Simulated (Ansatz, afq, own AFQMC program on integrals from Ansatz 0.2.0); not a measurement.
## Where AFQMC and coupled cluster stand for SiH3Cl, singlet

```yaml
atoms:
  - { symbol: Cl, position_ang: [-1.4501, 0.0265, 0.0000] }
  - { symbol: H, position_ang: [-0.0571, 0.0265, 0.0000] }
  - { symbol: Si, position_ang: [1.6689, 0.0265, 0.0000] }
  - { symbol: H, position_ang: [2.2810, -0.8478, 1.0900] }
  - { symbol: H, position_ang: [2.2810, -0.8478, -1.0900] }
```

Connectivity, by distances: Cl ··· SiH2, 1 bridging H.

Basis cc-pVTZ. Noble-gas cores (and the filled d shells of Ga–Kr and In–Xe) are frozen. Ansatz 0.2.0 and our own AFQMC program on the same integrals; the CISD trial comes from CCSD amplitudes, and released means the phaseless constraint is let go. ± is one standard error of the sampling.

Determinant: RHF, the one that the program's search chose, which needn't be the lowest solution. The geometry is a point of a scan.

No full CI on the walks' own integrals is used here; CCSDT(Q) serves as the reference and is uncertain by about the last step of the cluster series.

Cautions: higher spins were not checked; restricted determinant unstable towards unrestricted (UHF 252 meV lower, ⟨S²⟩ 0.59).

* T1 diagnostic: 0.0124
* weight of the determinant in the CISD state: 0.832
* size of the correlated space: 14 electrons in 100 orbitals

Reference: CCSDT(Q), correlation energy -10.631 eV. The released energy is read at 2.40 1/Eh (meV from the phaseless value at times in 1/Eh: -6 ± 6 at 0.24, -8 ± 6 at 0.51, -14 ± 5 at 0.99, -21 ± 7 at 1.62, -16 ± 7 at 2.40).

```json
{"level": "HF", "E − E(reference) (kcal/mol)": "245.15", "share of correlation (%)": "0.00"}
{"level": "MP2", "E − E(reference) (kcal/mol)": "37.42", "share of correlation (%)": "84.74"}
{"level": "CCSD", "E − E(reference) (kcal/mol)": "11.03", "share of correlation (%)": "95.50"}
{"level": "CCSD(T)", "E − E(reference) (kcal/mol)": "1.51", "share of correlation (%)": "99.38"}
{"level": "CCSDT", "E − E(reference) (kcal/mol)": "0.55", "share of correlation (%)": "99.77"}
{"level": "ph-AFQMC/HF", "E − E(reference) (kcal/mol)": "-0.27 ± 0.68", "share of correlation (%)": "100.11"}
{"level": "ph-AFQMC/CISD", "E − E(reference) (kcal/mol)": "0.30 ± 0.14", "share of correlation (%)": "99.88"}
{"level": "released AFQMC", "E − E(reference) (kcal/mol)": "-0.07 ± 0.16", "share of correlation (%)": "100.03"}
```

A walk keeps the symmetry of its determinant, which the program's search chose and which needn't be the lowest solution, so a lower state of the same spin and another symmetry isn't excluded. Released energies are given only where the last usable release times agree within the noise; a slower fall can still hide under it.
